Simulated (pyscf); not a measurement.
# Substitution at C: H₃C–CH₂–CH₃ (SMILES CCC) + OH• (SMILES [OH]) → H₃C–OH (SMILES CO) + •H₂C–CH₃ (SMILES [CH2]C)

Gas phase, doublet surface, charge 0. Bonds broken: C1–C2. Bonds formed: C1–O12. Structures and frequencies: ωB97X-D3(BJ)/def2-SVP in PySCF.

Transition state (Å):

```xyz
13

C      0.2544     0.7270     0.1136
C     -0.6463    -0.9807     0.0758
C     -1.9087    -0.8764     0.8906
H     -0.6132     1.2089    -0.3379
H      1.0290     0.3053    -0.5298
H      0.3084     0.6330     1.2000
H     -0.8079    -1.1509    -0.9977
H      0.1024    -1.6764     0.4799
H     -2.5858    -0.1046     0.4900
H     -1.6928    -0.6248     1.9418
H     -2.4605    -1.8335     0.8874
O      1.0822     2.3135     0.1654
H      1.9295     2.0675     0.5687
```

One imaginary mode, 1227i cm⁻¹; descent along it reached the two sides named.

| bond | change | reactant side (Å) | saddle | product side |
|---|---|---|---|---|
| C1–C2 | breaks | 1.528 | 1.931 | 3.4 |
| C1–O12 | forms | 3.7 | 1.790 | 1.407 |

Electronic energies relative to the separated reactants (kJ/mol):

```json
[
 {"level": "ωB97X-D3(BJ)/def2-TZVP", "barrier": "171.0", "reaction energy": "-4.5", "reverse barrier": "175.5"},
 {"level": "PBE/def2-TZVP", "barrier": "109.3", "reaction energy": "-28.2", "reverse barrier": "137.5"},
 {"level": "r²SCAN/def2-TZVP", "barrier": "130.9", "reaction energy": "-20.7", "reverse barrier": "151.7"},
 {"level": "B3LYP-D3(BJ)/def2-TZVP", "barrier": "144.8", "reaction energy": "-13.3", "reverse barrier": "158.1"},
 {"level": "PBE0-D3(BJ)/def2-TZVP", "barrier": "151.6", "reaction energy": "-10.8", "reverse barrier": "162.4"},
 {"level": "M06-2X/def2-TZVP", "barrier": "162.4", "reaction energy": "-15.6", "reverse barrier": "178.0"},
 {"level": "ωB97M-D3(BJ)/def2-TZVP", "barrier": "167.0", "reaction energy": "-6.7", "reverse barrier": "173.7"},
 {"level": "HF/def2-TZVP", "barrier": "284.6", "reaction energy": "+25.6", "reverse barrier": "259.0"}
]
```

With ωB97M-D3(BJ)/def2-TZVP energies and thermal terms (ideal gas, 1 atm, RRHO with modes under 100 cm⁻¹ raised to 100, one conformer, R ln 2 for rigid chiral ones), in kJ/mol:

| T (K) | ΔH‡ | ΔG‡ | ΔH | ΔG |
|---|---|---|---|---|
| 298 | 166.6 | 200.5 | -9.1 | -23.3 |
| 600 | 168.4 | 234.3 | -9.4 | -37.6 |
| 900 | 170.4 | 266.7 | -10.2 | -51.5 |
| 1200 | 172.1 | 298.6 | -11.3 | -65.1 |

Abstraction by the radical was not located in this set and often lies lower. This is the saddle that the search found; another between the same sides may lie lower. The angle at the attacked C is 179°. Left out: orbital degeneracy and the spin-orbit lowering of OH.
